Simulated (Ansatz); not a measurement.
Input file:

```yaml
crystal:
  periodic: [false, false, false]
  atoms:
    - {symbol: B, position_ang: [0.000000, 0.000000, 0.000000]}
    - {symbol: O, position_ang: [0.000000, 0.000000, 4.023000]}
basis:
  gaussian: {orbitals: 6-31G}
magnetization: {spin_polarized: true, initial_magnetization: 1}
hamiltonian: {xc: hf}
output: {orbitals: {seedname: orbitals}}
```

```sh
$ ansatz run in.yaml --threads 1 --pin off --events-out ev --progress --plain --max-ram 2393MiB
```

Q: Roughly how long does this take on 1 thread of Arm Neoverse V1, shared host, and how much host memory?

A: 0.48 s wall and 0.06 GiB.

```
201 factors; integrals over basis functions are off by at most 3.7e-4 eV
mean field evaluation 1: about -2694.5228 eV, gradient 2.0e1 eV
mean field evaluation 2: about -2694.5238 eV, gradient 2.0e1 eV
mean field evaluation 4: about -2695.5515 eV, gradient 1.3e1 eV
mean field evaluation 8: about -2696.2776 eV, gradient 1.2e1 eV
mean field evaluation 16: about -2702.0969 eV, gradient 1.8e-3 eV
mean field evaluation 32: about -2702.0948 eV, gradient 3.5e-3 eV
mean field evaluation 64: about -2702.0854 eV, gradient 6.8e-3 eV
mean field evaluation 96: about -2702.0981 eV, gradient 8.4e-6 eV
mean field evaluation 128: about -2702.0822 eV, gradient 7.9e-2 eV
mean field evaluation 160: about -2700.9063 eV, gradient 1.5e-1 eV
mean field evaluation 192: about -2702.0854 eV, gradient 2.6e-6 eV
mean field evaluation 224: about -2700.9032 eV, gradient 9.7e-1 eV
mean field evaluation 256: about -2700.9051 eV, gradient 2.5e-1 eV
mean field evaluation 288: about -2702.0953 eV, gradient 2.8e-1 eV
mean field evaluation 320: about -2702.0919 eV, gradient 1.3e-2 eV
mean field evaluation 352: about -2702.0843 eV, gradient 2.5e-2 eV
mean field evaluation 384: about -2702.0822 eV, gradient 1.7e-2 eV
mean field evaluation 416: about -2700.5962 eV, gradient 5.8e0 eV
mean field evaluation 448: about -2702.0823 eV, gradient 6.9e-2 eV
mean field evaluation 480: about -2696.3162 eV, gradient 1.1e1 eV
mean field evaluation 512: about -2700.8251 eV, gradient 2.5e0 eV
mean field -2702.09810629 eV, -99.3002738583 hartree, gradient 8.4e-6 eV, S^2 1.754020; 14 other end points of the search recorded, 0 dependent functions left out
reference -2702.09810629 eV, -99.3002738583 hartree; 7, 6 occupied and 11, 12 virtual orbitals, 201 factors
Total energy: -2702.09810629 eV, -99.3002738583 hartree
```
